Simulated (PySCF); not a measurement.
Ionising Si2

UHF; Si def2-TZVPPD; no relativity (PySCF 2.14). Neutral (UHF): triplet (π ↑↑), Re = 2.217 Å, ωe = 576 cm⁻¹, De = 1.84 eV, HOMO -8.04 eV, LUMO -0.14 eV.

Si₂⁺ (UHF): quartet (σ ↑, π ↑↑), Re = 2.256 Å, ωe = 501 cm⁻¹, De = 2.33 eV to Si⁺ + Si. The energies at the minima are -577.76942 hartree for Si2 and -577.50669 for Si₂⁺.

(1) Work out the adiabatic ionisation energy, without and with harmonic zero-point energies (1 hartree = 27.2114 eV, 1 eV = 8065.5 cm⁻¹), and the change of the bond length.

Hartree–Fock leaves out correlation, which carries a large part of most bond energies and some tenths to 1 eV of ionisation energies. States were picked by a PBE0 search and need not be the measured ground states.

Results:

(1) At UHF: 0.26273 hartree = 7.149 eV between the minima; the zero-point term (501.0 − 576.0)/2 cm⁻¹ = -0.005 eV makes it 7.145 eV. Re changes by +3.9 pm against the neutral. The electron leaves a σ orbital, and the longer bond of the ion fits a bonding orbital, or a change in how ionic the bond is.
